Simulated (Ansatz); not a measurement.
This geometry of AlH4NO + H2 (9 atoms, charge 0, multiplicity 1) is a first-order saddle point.

Level of theory: RKS PBE-D4/def2-SVP (Ansatz).

```xyz
9
Properties=species:S:1:pos:R:3
Al -0.127 0.051 0.116
N -0.038 0.154 2.033
H -0.817 -0.143 2.634
H 0.842 0.040 2.550
O 1.214 -0.549 -0.781
H 2.155 -0.427 -0.590
H -1.581 -0.232 -0.457
H 0.015 1.870 0.452
H -0.045 1.407 1.355
```

**Question.** Which two structures does it join? (They come from a converged band through this point; their orientation in space is the band's.)

**Answer.** Bonds broken: H8–H9. Bonds formed: Al1–H8, N2–H9. AlH4NO + H2 becomes AlH6NO.

Image 0:

```xyz
9
Properties=species:S:1:pos:R:3
Al -0.076 -0.643 0.041
N 0.023 -0.168 1.762
H -0.801 -0.068 2.359
H 0.868 0.005 2.313
O 1.315 -0.857 -0.946
H 2.234 -0.768 -0.652
H -1.486 -0.883 -0.641
H -0.262 3.162 1.532
H -0.197 2.392 1.543
```

Image 6:

```xyz
9
Properties=species:S:1:pos:R:3
Al -0.127 0.434 -0.050
N -0.062 0.322 2.011
H -0.777 -0.275 2.447
H 0.859 -0.134 2.125
O 1.443 -0.376 -0.079
H 1.905 -0.604 -0.900
H -1.428 -0.446 -0.428
H -0.151 2.026 -0.322
H -0.044 1.223 2.507
```

**Question.** How far does it lie above each of them?

**Answer.** 58.6 kJ/mol above the first and 115.0 kJ/mol above the second. This is the barrier of this one path; another mechanism may lie lower. The orbitals stay closed-shell, which can raise the energy where a bond breaks towards radicals; this wasn't checked here.

Run time: 2.8 min on 2 threads of Arm Neoverse V2 (shared host), peak memory 0.14 GiB.
